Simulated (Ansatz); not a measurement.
Li3H3, relaxed as a singlet with RKS r2SCAN-D4/def2-TZVP in Ansatz, starting from the GFN1-xTB geometry. Force threshold 0.02 eV/Å.

The structure comes from a short search, and lower isomers may exist.

Start:

```xyz
6

Li    1.555   -0.245   -0.562
Li   -0.379   -0.090    1.189
Li   -1.238    0.275   -0.887
H     1.860    1.100    0.306
H     0.200   -0.918   -0.650
H    -1.998   -0.122    0.604
```

```json
{"step": "1", "energy (eV)": "-661.4084", "largest force component (eV/Å)": "1.017", "SCF passes": "19"}
{"step": "2", "energy (eV)": "-661.7843", "largest force component (eV/Å)": "0.443", "SCF passes": "23"}
{"step": "3", "energy (eV)": "-662.0054", "largest force component (eV/Å)": "0.451", "SCF passes": "23"}
{"step": "4", "energy (eV)": "-662.1931", "largest force component (eV/Å)": "0.289", "SCF passes": "23"}
{"step": "5", "energy (eV)": "-662.3234", "largest force component (eV/Å)": "0.218", "SCF passes": "23"}
{"step": "6", "energy (eV)": "-662.4309", "largest force component (eV/Å)": "0.191", "SCF passes": "22"}
{"step": "7", "energy (eV)": "-662.5129", "largest force component (eV/Å)": "0.192", "SCF passes": "20"}
{"step": "8", "energy (eV)": "-662.5732", "largest force component (eV/Å)": "0.168", "SCF passes": "20"}
{"step": "9", "energy (eV)": "-662.6032", "largest force component (eV/Å)": "0.022", "SCF passes": "19"}
{"step": "10", "energy (eV)": "-662.6036", "largest force component (eV/Å)": "0.003", "SCF passes": "19"}
```

Force components are those of the run's own axes.

End:

```xyz
6

Li    1.484   -0.220   -0.626
Li   -0.174    0.731    1.441
Li   -1.311   -0.510   -0.816
H     1.447    0.564    0.901
H     0.192   -0.806   -1.592
H    -1.639    0.242    0.692
```

Bonds formed: Li2–H4 (atoms count from 1). The end is the same structure that another start reached, the lowest one found.

No frequencies were taken in this run, so the end may be a saddle point.

It took 9.5 s on 4 threads of Arm Neoverse N1 on a shared host.
